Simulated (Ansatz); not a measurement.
# AlBH₃ (doublet): from Hartree-Fock to the top rungs at a displaced geometry (v1), cc-pVDZ

How much of the correlation energy of AlBH₃ (doublet) does each wave-function method recover here?

Program: Ansatz 0.2.0, Gaussian basis. Level of theory: cc-pVDZ, core rule «outside noble gas», up to 6 orbitals frozen. These are calculated values, not measurements.

The runs, in order: UHF; CCSD(T) on ROHF; CCSD(T) on UHF; BCCD(T) on ROHF; CISD; CCSDT(Q) on ROHF; CCSDT(Q) on UHF.

28 further runs of the same task are left out: 6 for a known fault of the program, 7 that didn't finish, 15 set aside as unsound or not needed.

## Step 1: What is computed

The geometry is a PBE0/def2-TZVP stationary point (not a proven minimum) with its atoms shifted at random (size 0.040 Å).

5 atoms, charge 0, spin multiplicity 2.

Atoms are counted from 1 here; the program's logs count them from 0.

Bond lengths: B1–Al2 2.006 Å, B1–H3 1.211 Å, B1–H4 1.204 Å, Al2–H5 1.654 Å. Angles: Al2–B1–H3 116.5°, Al2–B1–H4 117.3°, H3–B1–H4 126.2°, B1–Al2–H5 176.5°.

## Step 2: UHF

in.yaml reads:

```yaml
crystal:
  periodic: [false, false, false]
  atoms:
    - {symbol: B, position_ang: [0.003182, 0.010176, 1.389218]}
    - {symbol: Al, position_ang: [0.002349, -0.005967, -0.616557]}
    - {symbol: H, position_ang: [0.050313, 1.097318, 1.920866]}
    - {symbol: H, position_ang: [-0.052464, -1.053446, 1.950668]}
    - {symbol: H, position_ang: [-0.094849, 0.006708, -2.267443]}
basis:
  gaussian: {orbitals: cc-pVDZ}
magnetization: {spin_polarized: true, initial_magnetization: 1}
hamiltonian: {xc: hf}
output: {orbitals: {seedname: orbitals}}
```

Command:

```
> ansatz run in.yaml --threads 1 --pin off --events-out ev --progress --plain --max-ram 2393MiB
```

Further steps of the session: CCSD(T) on ROHF; CCSD(T) on UHF; BCCD(T) on ROHF; CISD; CCSDT(Q) on ROHF; CCSDT(Q) on UHF.

**Question.** What will the summary of the whole plan be? Wanted: UCCSDT(Q) below the RHF energy; RMP2 from UCCSDT(Q); UMP2 from UCCSDT(Q); RCCSD from UCCSDT(Q); RCCSD(T) from UCCSDT(Q); UCCSD(T) from UCCSDT(Q); RCCSDT(Q) from UCCSDT(Q); T1 diagnostic.

**Answer**, as computed:

| quantity | value |
| --- | --- |
| UCCSDT(Q) below the RHF energy | -5.0352 eV |
| RMP2 from UCCSDT(Q) | +1107.2 meV |
| UMP2 from UCCSDT(Q) | +1125.1 meV |
| RCCSD from UCCSDT(Q) | +185.2 meV |
| RCCSD(T) from UCCSDT(Q) | +41.9 meV |
| UCCSD(T) from UCCSDT(Q) | +42.5 meV |
| RCCSDT(Q) from UCCSDT(Q) | +0.3 meV |
| levels within 1 kcal/mol (43 meV) | RCCSD(T), UCCSD(T), BCCD(T), RCCSDT, UCCSDT, RCCSDT(Q) |
| T1 diagnostic | 0.020 |

**Reading.** RCCSD(T) misses by +41.9 meV, 0.8 % of the correlation energy. These misses are within one basis, not against nature; the frozen cores of restricted and unrestricted runs differ, which can shift their rows.
